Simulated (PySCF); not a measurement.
# How methods differ on the ionisation energy of Si

Si [Ne] 3s2 3p2 (3P) → Si+ [Ne] 3s2 3p1 (2P), as a difference of total energies. Computed with PySCF 2.14 in def2-SVP, with the non-relativistic Hamiltonian (point nucleus). Correlated levels: valence: [Ne] frozen. The calculations carry no spin-orbit coupling.

Problem. Order these methods by the ionisation energy they give, lowest first.
A. SCS-MP2 (valence)
B. CCSD (valence)
C. PBE
D. UHF

Solution. D (7.645 eV), A (7.803 eV), B (7.875 eV), C (8.176 eV).

Errors of the correlated levels include the incompleteness of this basis and the frozen core.

For comparison: 8.157 eV (measured; NIST levels, between the centres of gravity of the two terms).
